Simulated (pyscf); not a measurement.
Structures and frequencies: ωB97X-D3(BJ)/def2-SVP in PySCF.

Estimate the classical barrier height and the reaction energy of H₂P–In (SMILES [PH2][In]) [singlet] + H₂ (SMILES [H][H]) + SiH₄ (SMILES [SiH4]) → H₂P–InH₂ (SMILES [PH2][InH2]) + SiH₄ (SMILES [SiH4]) at B3LYP-D3(BJ)/def2-TZVP. The step runs on the singlet surface, breaks H–H, H–Si and forms H–In, H–In, H–Si; take the separated reactants as zero.

ΔE‡ = 192.3 kJ/mol, ΔE = +24.7 kJ/mol. ωB97M-D3(BJ)/def2-TZVP gives 202.5 kJ/mol and +0.5 kJ/mol. Zero-point energy shifts the barrier by +9.5 kJ/mol. It is a multi-bond step, with an imaginary mode of 1328i cm⁻¹. On the reactant side the descent ends in a complex (not fully relaxed), 30.0 kJ/mol under the separated species and 221.5 kJ/mol under the saddle at ωB97X-D3(BJ)/def2-TZVP. On the product side the descent ends in a complex (not fully relaxed), 22.2 kJ/mol under the separated species and 219.1 kJ/mol under the saddle at ωB97X-D3(BJ)/def2-TZVP. At ωB97X-D3(BJ)/def2-TZVP the barrier from the zero used here is 191.5 kJ/mol. One saddle was located; it need not be the lowest between these sides. Elements past Kr carry the def2 core potentials, without spin-orbit coupling.
